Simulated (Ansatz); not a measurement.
## A relaxation, step by step

P₄ (SMILES p12p3p1p23), singlet, CAM-B3LYP-D4/def2-SVP (Ansatz 0.2.0). Settings:

```yaml
hamiltonian: {xc: {name: CAM-B3LYP}, dispersion: d4}
relax: {f_tol: 0.01, max_steps: 30, max_displacement: 0.5}
```

Start (the SMILES describes the start alone):

```tsv
atom	x (Å)	y (Å)	z (Å)
P1	-0.7311	-0.0232	1.1188
P2	1.1920	0.1233	0.3350
P3	-0.2122	-1.0353	-0.7032
P4	-0.2946	1.0935	-0.6662
```

```
step  energy less the last (meV)  largest force component (eV/Å)
   1                       426.2                           4.789
   2                        13.5                           0.528
   3                         0.4                           0.087
   4                         0.0                           0.001
```

Step 2, positions (Å) and forces (eV/Å):

```json
{"atom": "P1", "x": "-0.757", "y": "-0.014", "z": "1.125", "Fx": "-0.365", "Fy": "-0.046", "Fz": "0.451"}
{"atom": "P2", "x": "1.278", "y": "0.098", "z": "0.364", "Fx": "0.516", "Fy": "0.183", "Fz": "0.069"}
{"atom": "P3", "x": "-0.218", "y": "-1.050", "z": "-0.716", "Fx": "-0.166", "Fy": "-0.528", "Fz": "-0.326"}
{"atom": "P4", "x": "-0.349", "y": "1.124", "z": "-0.689", "Fx": "0.015", "Fy": "0.391", "Fz": "-0.195"}
```

Step 3, positions (Å) and forces (eV/Å):

| atom | x | y | z | Fx | Fy | Fz |
| --- | --- | --- | --- | --- | --- | --- |
| P1 | -0.765 | -0.017 | 1.132 | -0.057 | -0.004 | 0.082 |
| P2 | 1.287 | 0.105 | 0.363 | 0.081 | 0.024 | 0.014 |
| P3 | -0.223 | -1.060 | -0.720 | -0.022 | -0.087 | -0.060 |
| P4 | -0.345 | 1.130 | -0.691 | -0.002 | 0.067 | -0.037 |

Last step (4):

P1  (-0.766, -0.017, 1.134)
P2  (1.288, 0.106, 0.364)
P3  (-0.224, -1.062, -0.722)
P4  (-0.344, 1.132, -0.691)
(Å)

The run took about 18 s on 2 CPU threads of an Intel Xeon (shared host).
